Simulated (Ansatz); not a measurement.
# COS: the cost of one run

Program: Ansatz 0.2.0, driven from Python. The levels of theory stand in the script. These are calculated values, not measurements.

### 1 The structure

Bond lengths: O1–C2 1.176 Å, C2–S3 1.798 Å. Angles: O1–C2–S3 180.0°.

No structure file is read: the coordinates are typed or built in the script.

### 2 The script

File methods_cos.py:

```python
# -*- coding: utf-8 -*-
"""One geometry of COS, method by method."""

from pathlib import Path

import ansatz as az
import numpy as np

geometry_ang = [
    ("O", (-1.3828, 0.0408, 0.0)),
    ("C", (-0.2074, 0.0061, 0.0)),
    ("S", (1.5902, -0.0469, 0.0)),
]
molecule = az.Crystal.molecule()
for symbol, xyz in geometry_ang:
    molecule = molecule.atom(symbol, xyz)

calculation = molecule.calculation().basis(gaussian="def2-SVP")

print("functional    E (Ha)        dipole (D)   HOMO (eV)  LUMO (eV)")
for name in ["r2scan", "b3lyp", "lda", "lc_wpbe", "hse06", "revpbe"]:
    data = calculation.functional(name).forces().orbitals().run(runs_dir="runs").report
    lines = Path(data["orbitals_path"]).read_text().splitlines()
    field_of = lambda key: [line.split("=")[1].strip() for line in lines if line.startswith(key)]
    orbitals = [(27.211386 * float(e), s, float(n)) for e, s, n in zip(field_of("Ene="), field_of("Spin="), field_of("Occup="))]
    homo = max(e for e, _, n in orbitals if n > 0.5)
    lumo = min(e for e, _, n in orbitals if n < 0.5)
    dipole = 4.803205 * np.linalg.norm(data["charge_distribution"]["dipole_moment_e_ang"])
    print(f"{name:10s} {data['free_energy_ev'] / 27.211386246:14.6f} {dipole:9.3f} {homo:11.3f} {lumo:10.3f}")
```

### 3 What the engine is handed

The engine receives this input (first run):

```yaml
crystal:
  periodic: [false, false, false]
  atoms:
    - { symbol: O, position_ang: [-1.3828, 0.0408, 0.0] }
    - { symbol: C, position_ang: [-0.2074, 0.0061, 0.0] }
    - { symbol: S, position_ang: [1.5902, -0.0469, 0.0] }
basis:
  gaussian:
    orbitals: def2-SVP
hamiltonian:
  xc: r2scan
output:
  orbitals: {}
  forces: true
```

### 4 Launch

On the command line:

```bash
$ python methods_cos.py
```

What time and memory should one allow on 1 thread of Arm Neoverse V2, shared host?

About 5.4 s, with a peak of 0.17 GiB.
